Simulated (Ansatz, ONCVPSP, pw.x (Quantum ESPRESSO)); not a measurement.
# Si (Z = 14): does the ONCV potential hold in the solid?

- Element: Si
- Generator: ONCVPSP 4.0.1.1 (patched build)
- Type: optimised norm-conserving Vanderbilt (ONCV)
- Functional: LDA (Perdew-Wang 92)
- Relativity: scalar-relativistic
- Frozen core: [Ne]
- Valence charge: 4
- Reference configuration: 3s2 3p1 (charge +1)
- Partial waves: 3s: rc 1.65 bohr, ncon 4, nbas 8, qcut 5.1 1/bohr, 2 projectors, debl 3.6 Ha; 3p: rc 1.80 bohr, ncon 4, nbas 8, qcut 5 1/bohr, 2 projectors, debl 1.8 Ha; d scattering state at 0.04 Ha: rc 1.80 bohr, ncon 3, nbas 7, qcut 5.6 1/bohr, 1 projector
- Local potential: polynomial inside 1.20 bohr (lpopt 5, dvloc0 4 Ha)
- Core correction: Teter function, fcfact 5, rcfact 1.7

Atomic tests: cutoffs needed: 8.8 Ha and 11 Ha (the cutoffs (Ha) at which the residual kinetic energy of the hardest occupied pseudo-wave falls to 1 and 0.1 mHa per electron); ghost test: no bound ghost flagged; GHOST(+) flagged for s at 184.9 eV; largest excitation error: -202 meV (all-electron minus pseudo) for 3s1 3p0, out of 4 test configurations.

Crystal test: diamond Si in pw.x 7.5, no spin, 9³ k-points, Fermi–Dirac smearing 0.01 Ry, cutoffs 50/200 Ry. The reference is all-electron LAPW (Ansatz 0.2.0) with the same functional, mesh and smearing; V0 and B0 come from Birch–Murnaghan fits to the pressures at five volumes. Errors are pseudo minus all-electron; Δ is the rms difference of the E(V) curves that follow from these fits, minima aligned, over ±6 % about the mean V0. Mesh and smearing are coarse, so the numbers serve the comparison and aren't converged zero-temperature values; the lattice is a test structure that the element need not adopt.

```csv
V (Å³/atom),P all-electron (GPa),P pseudo (GPa)
18.709,5.46,8.10
19.202,2.53,5.00
19.694,-0.03,2.27
20.186,-2.29,-0.14
20.679,-4.26,-2.25
```

All-electron: a0 = 5.400 Å (V0 = 19.69 Å³/atom), B0 = 96.2 GPa.

Pseudopotential: mean pressure error (GPa): +2.32; a0 (Å): 5.443; a0 error (%): +0.79; B0 error (%): -3.4; Δ (meV/atom): 9.7. This is a poor potential for the solid.

Question: At the middle volume, how do free energy and pressure move when the wave cutoff is lowered (ecutrho kept at four times it)?

Answer:

```csv
cutoff (Ry),shift of F (meV/atom),shift of P (GPa)
22,+9.4,-0.39
30,+0.3,-0.01
40,+0.1,+0.00
```

The run at the middle volume (35 k-points, 7 iterations) took about 5.9 s on one core of a shared host (Intel(R) Xeon(R) 6975P-C, 192 threads, 756 GiB, load 209).
